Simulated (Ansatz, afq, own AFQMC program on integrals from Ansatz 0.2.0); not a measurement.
# GePH, singlet → GePH⁺, doublet

```yaml
atoms:
  - { symbol: Ge, position_ang: [0.0000, 0.0000, 0.1578] }
  - { symbol: P, position_ang: [0.0000, 0.0000, -1.8373] }
  - { symbol: H, position_ang: [0.0000, 0.0000, 1.6795] }
```

Connectivity, by distances: GeH–P.

E(doublet, charge +1) − E(singlet, charge +0) at this geometry, on RHF and ROHF determinants.

Basis cc-pVDZ. Only valence electrons are correlated. Ansatz 0.2.0 and our own AFQMC program on the same integrals; the CISD trial comes from CCSD amplitudes, and released means the phaseless constraint is let go. Error bars are statistical, one sigma. No spin–orbit coupling. The errors of all members are added in quadrature.

No full CI on the walks' own integrals is used here; CCSDTQ serves as the reference and is uncertain by about the last step of the cluster series. Each member takes its own surest rung, up to full CI.

Errors are counted within cc-pVDZ, not against nature.

Cautions: inner d shell frozen; no relativity below Rb; no spin-orbit coupling; GePH (singlet): restricted determinant unstable towards unrestricted (UHF 204 meV lower, ⟨S²⟩ 0.72), raised T1 diagnostic (T1 0.021, weight of the determinant 0.84, largest double 0.13), the released energies are still falling, so no released level is given (meV from the phaseless value at times in 1/Eh: -4 ± 4 at 0.24, -5 ± 4 at 0.51, -10 ± 3 at 0.99, -15 ± 3 at 1.62, -20 ± 3 at 2.40), though the last usable value meets CCSDTQ within the noise, its ph-AFQMC/CISD value lies 20 ± 5 meV above CCSDTQ; GePH⁺ (doublet): higher spins were not checked, a spin-contaminated unrestricted determinant lies lower (UHF 124 meV lower, ⟨S²⟩ 0.99), the released energies are still falling, so no released level is given (meV from the phaseless value at times in 1/Eh: -4 ± 4 at 0.24, -12 ± 3 at 0.51, -19.2 ± 2.5 at 0.99, -24.2 ± 2.3 at 1.62, -30 ± 3 at 2.40), though the last usable value meets CCSDTQ within the noise, its ph-AFQMC/CISD value lies 31 ± 5 meV above CCSDTQ.

Reference (CCSDTQ): 206.5 kcal/mol.

```csv
level,vertical ionization energy (kcal/mol),error against CCSDTQ (kcal/mol)
HF,181.7,-24.8
MP2,209.3,2.8
CCSD,203.7,-2.8
CCSD(T),206.5,0.0
CCSDT,206.1,-0.4
CCSDT(Q),206.6,0.1
ph-AFQMC/CISD,206.7 ± 0.2,0.2 ± 0.2
```

Correlation beyond CCSD(T) changes it by less than 2 meV. The perturbative (T) step is worth +2.8 kcal/mol.

CCSDT and higher add their correlation energy to the determinant of the CCSD(T) run, since their own runs factorise the integrals more tightly (a shift of under 2 meV). A walk keeps the symmetry of its determinant, which the program's search chose and which needn't be the lowest solution, so a lower state of the same spin and another symmetry isn't excluded.
